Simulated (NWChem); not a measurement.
**Correlation energy of Si2**

```xyz
2

Si     0.0000     0.0000     1.0766
Si     0.0000     0.0000    -1.0766
```
Charge 0, spin multiplicity 3.

Everything below was run with NWChem. Structure: optimised with UPBE0/def2-SVP, a minimum by its harmonic frequencies.

Basis set: def2-TZVP. Each correlation energy counts from its own Hartree-Fock reference.

The correlated methods keep 10 core orbitals frozen. This spin state was chosen for the runs; another may lie lower. The structure started from a generated list of species. The unpaired electrons of the parent sit in orbitals of symmetry ag and b2u (D2h labels of the run); other states weren't searched. The stability of the SCF solutions was not checked. Open-shell Hartree-Fock references start from PBE0 orbitals. No row is a measurement; the coupled-cluster row has its own basis-set and correlation limits.

### Question
Order these methods by the correlation energy they give, lowest first: SCS-UMP2, CCSD(T) on ROHF, CCSD on UHF, CCSD on ROHF.

### Answer
CCSD(T) on ROHF (-222.5 mHa), CCSD on ROHF (-205.8 mHa), CCSD on UHF (-199.9 mHa), SCS-UMP2 (-173.8 mHa)
